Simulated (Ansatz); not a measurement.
Zinc-blende CdS (metastable phase), treated with PBE (Ansatz, an electronic-structure program, plane waves, PAW).

The same calculation (at the measured cell, 24.617 Å³/atom) with different numerical settings:

```tsv
run	k mesh	high-frequency dielectric constant	dielectric constant ε0 (ions relaxed)	zone-centre TO phonon frequency (cm⁻¹)
1	4×4×4	5.599	8.921	239.1
2	6×6×6	5.923	9.216	239.1
3	8×8×8	6.042	9.330	239.1
4	12×12×12	6.114	9.400	239.2
5	16×16×16	6.132	9.417	239.2
6	20×20×20	6.137	9.422	239.2
```

In the column high-frequency dielectric constant the first row differs from the last by -0.538 and the next to last by -0.005.

The last row is no converged limit: other settings stay fixed.

Note: the run warned that the k mesh is coarse for the response to a field.
